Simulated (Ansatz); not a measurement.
Two isomers of C3H5NO: A = `C=C(O)C=N`, B = `COCC#N`.

Computed with Ansatz on PBE0-D4/def2-TZVP structures; ΔE is electronic, products minus reactants. CCSD(T)/CBS adds triple-zeta CCSD(T) − MP2 to the extrapolated MP2 energy (def2 sets, frozen cores). This one scheme is used for every species. Functionals use def2-TZVPP. B3LYP here is the variant with VWN-RPA as its local correlation; programs differ in this. Each species was taken in one conformer, which may not be the lowest.

(1) Which isomer does CCSD(T)/CBS put lower? Give the gap. (An estimate is asked.)

(2) Give E(B) − E(A) in kcal/mol with CCSD(T)/def2-TZVPP, HF/def2-TZVPP, B3LYP-D4, B2PLYP, MP2/def2-TZVPP, LDA (SPW92), CCSD/def2-TZVPP. (Best estimate.)

(3) Does the order hold for the free energy at 298.15 K (harmonic terms from PBE0-D4)? (Estimate.)

Largest T1 diagnostic: 0.013.

Results:

(1) Ansatz gave: A, by 6.0 kcal/mol.

(2) Computed: CCSD(T)/def2-TZVPP 4.1, HF/def2-TZVPP -0.8, B3LYP-D4 8.1, B2PLYP 5.0, MP2/def2-TZVPP 2.8, LDA (SPW92) 17.6, CCSD/def2-TZVPP 2.7. The order is the other way round with HF/def2-TZVPP.

(3) Computed: Yes: G(B) − G(A) = +4.9 kcal/mol, for one conformer each.

From r2SCAN to r2SCAN0 (25 % exact exchange), in def2-TZVPP and without D4, E(B) − E(A) moves by −1.2 kcal/mol. Leaving LDA and LC-ωPBE aside and taking each functional with its dispersion term where it has one, the values, not all of them listed here, spread over 7.2 kcal/mol, from ωB97X-V to PBE-D4. LDA lies +6.2 kcal/mol from PBE without D4.
